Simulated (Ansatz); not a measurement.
Frontier orbitals of CH5NSi (`N=C[SiH3]`).

Total charge 0; spin multiplicity 1. The structure was optimised at the PBE0-D4/def2-TZVP level. It is one conformer, not always the lowest. Basis def2-TZVPP, Ansatz.

A caution on the coupled-cluster cation, which keeps the state that its UHF reference found: large T1 diagnostic of the cation; spin contamination of the cation.

```tsv
functional	HOMO (eV)	LUMO (eV)	gap (eV)
PBE	-6.00	-2.07	3.93
r2SCAN	-6.30	-1.88	4.42
PBE0	-7.46	-0.96	6.50
LC-ωPBE	-10.21	1.48	11.69
ωB97M-V	-9.80	1.29	11.09
```

(1) What is the vertical ionisation energy at frozen-core CCSD(T)/CBS(def2)? (Estimate.)

Answers

(1) Computed: 10.09 eV (T1 of the cation 0.048).

A quarter of exact exchange (PBE0) shifts PBE's HOMO by −1.46 eV and its LUMO by +1.11 eV; full exchange at long range (ωB97M-V) shifts them by −3.80 and +3.37 eV. The gap opens from 3.93 to 11.09 eV, since occupied levels lose self-interaction and empty ones feel all the electrons. A positive LUMO is unbound and depends on the basis. −ε(HOMO) differs from that ionisation energy by −4.09 eV with PBE and −0.29 eV with ωB97M-V.

LC-ωPBE has ω = 0.4 bohr⁻¹.
